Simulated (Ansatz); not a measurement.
Relaxation of AlClFH₃ (6 atoms, charge 0, multiplicity 1), to a largest force component of 0.03 eV/Å in at most 50 steps.

The calculation used RKS PBE-D4/cc-pVDZ in Ansatz 0.2.0.

```xyz
6
Properties=species:S:1:pos:R:3
Al -0.001 0.247 -0.095
F 0.007 0.271 1.612
H 1.429 0.331 -0.794
H -1.445 0.261 -0.771
Cl 0.113 -2.905 1.239
H 0.056 -1.806 2.010
```

Problem. Where does it end, and by what steps?

Solution. The forces met the threshold. After 18 steps the energy has fallen by 0.338 eV; H6 moved furthest, 0.78 Å. Parted: Cl5–H6 (1.34 → 1.93 Å). Joined: Al1–Cl5 (3.42 → 2.26 Å), F2–H6 (2.12 → 1.01 Å).

```csv
step,energy less start (eV),largest force component (eV/Å),accepted
0,0.0000,0.797,yes
1,-0.0760,0.535,yes
2,-0.1551,0.402,yes
3,-0.1770,0.642,yes
4,-0.1947,0.296,yes
5,-0.2028,0.203,yes
6,-0.2121,0.082,yes
7,-0.2179,0.118,yes
8,-0.2247,0.109,yes
9,-0.2330,0.168,yes
10,-0.2477,0.185,yes
11,-0.2711,0.244,yes
12,-0.2977,0.266,yes
13,-0.2659,2.050,no
14,-0.3071,1.015,yes
15,-0.3310,0.300,yes
16,-0.3334,0.231,yes
17,-0.3380,0.059,yes
18,-0.3382,0.020,yes
```

```xyz
6
Properties=species:S:1:pos:R:3
Al 0.016 -0.352 -0.122
F 0.017 -0.020 1.887
H 1.436 0.171 -0.618
H -1.437 0.088 -0.603
Cl 0.081 -2.463 0.688
H 0.046 -1.024 1.968
```

The run took 27 s on 1 thread of Arm Neoverse V2, with other jobs on the host, peak memory 0.13 GiB.
